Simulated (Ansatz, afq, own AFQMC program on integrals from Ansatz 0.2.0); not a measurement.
BNH, doublet in 6-31G, levels against full CI

```xyz
3

B     0.0000    0.0000    0.0648
N     0.0000    0.0000   -1.8611
H     0.0000    0.0000    1.7963
```

Connectivity, by distances: B–N ··· H.

Basis 6-31G. Noble-gas cores (and the filled d shells of Ga–Kr and In–Xe) are frozen. Integrals, coupled cluster, full CI and functionals: Ansatz 0.2.0; the random walks run on the same integrals in our own AFQMC program. ph-AFQMC/CISD is guided by a CISD state made of CCSD amplitudes; releasing the constraint for a short imaginary time cuts its bias at the price of noise, slowly where states lie close. Uncertainties: one standard error, sampling alone.

Determinant: UHF, the one that the program's search chose, which needn't be the lowest solution. The geometry is a point of a scan.

Full CI on the same integrals is exact in this basis and with this determinant's frozen core.

Cautions: strong correlation (T1 0.118, weight of the determinant 0.62, largest double 0.23); unrestricted determinant spin contaminated (⟨S²⟩ 2.18 against 0.75); CCSD(T) is in doubt: in a space of 9 electrons in 8 natural orbitals full CI lies 92 meV below it; the released energies are still falling, so no released level is given (meV from the phaseless value at times in 1/Eh: -16 ± 6 at 0.24, -36 ± 7 at 0.51, -52 ± 9 at 0.99, -75 ± 11 at 1.62, -92 ± 11 at 2.40), though the last usable value meets full CI within the noise.

The T1 diagnostic is 0.1179 and the weight of the determinant in the CISD state is 0.621. The ⟨S²⟩ of the determinant is 2.176 and the size of the correlated space is 9 electrons in 18 orbitals.

Reference: full CI, correlation energy -4.176 eV. The cautions show a poor starting determinant, so the rows tell how each method copes with it here, and full CI is the sure value.

```tsv
level	E − E(reference) (kcal/mol)	share of correlation (%)
HF	96.29	0.00
MP2	47.52	50.65
CCSD	9.54	90.09
CCSD(T)	4.58	95.24
CCSDT	1.44	98.50
CCSDT(Q)	0.25	99.74
CCSDTQ	0.15	99.85
ph-AFQMC/CISD	2.27 ± 0.19	97.64
```

CCSDT and higher add their correlation energy to the determinant of the CCSD(T) run, since their own runs factorise the integrals more tightly (a shift of under 2 meV). A walk keeps the symmetry of its determinant, which the program's search chose and which needn't be the lowest solution, so a lower state of the same spin and another symmetry isn't excluded.
